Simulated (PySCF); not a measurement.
Energy landscape of CH₃, doublet: umbrella (inversion) coordinate, bond length relaxed. Scanned: angle between the C-H bonds and the threefold axis (90 = planar). Other coordinates (C-H bond length) were minimised at PBE0/def2-TZVP.

The free coordinates were minimised at PBE0/def2-TZVP in PySCF; the energy column is CCSD(T) on UHF/cc-pVTZ, 1 core orbital frozen in PySCF, in kJ/mol.

```csv
a / °,C-H bond length / Å,E
90,1.080,0.0
93,1.080,0.3
96,1.081,1.5
99,1.082,3.8
102,1.084,7.7
105,1.086,13.9
108,1.088,22.9
111,1.091,35.4
114,1.094,52.0
117,1.097,73.3
120,1.100,99.8
123,1.104,131.9
126,1.108,170.2
129,1.113,215.2
132,1.118,267.4
```
